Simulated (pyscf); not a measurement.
A first-order saddle from PySCF, ωB97X-D3(BJ)/def2-SVP:

```xyz
9

O     -0.2419    -1.2231     0.5246
Ge    -1.2334     0.1669    -0.0475
H      0.6391    -0.9654     0.8193
H     -1.8541     1.4571    -1.3243
H     -2.5318    -0.5962    -0.2966
H     -1.0991     1.2656     1.0081
O      0.0569     0.5291    -1.5398
H     -0.8861     1.1423    -1.7742
H      0.2383    -0.2297    -2.1157
```
Charge 0, spin multiplicity 1.

Surface: singlet, charge 0. Lowest wavenumbers (cm⁻¹): 1324i, 195, 276, 330, 486.

### Question
Which two sides does it connect, and which bonds change?

### Answer
HO–GeH₃ + water (H₂O) <-> HO–GeH₂–OH + hydrogen (H₂), a four-centre exchange read from left to right: Ge–H, H–O broken and Ge–O, H–H formed. At ωB97M-D3(BJ)/def2-TZVP it lies +38.4 kcal/mol from the left side and +43.6 kcal/mol from the right (each side as separated species at their lowest minima found). On the reactant side the descent ends in a complex (not fully relaxed), 5.9 kcal/mol under the separated species and 44.1 kcal/mol under the saddle at ωB97X-D3(BJ)/def2-TZVP. At the saddle there is also a short Ge–H contact that neither side keeps. This is the saddle that the search found; another between the same sides may lie lower. Elements up to Kr have no core potential and no relativistic terms here.
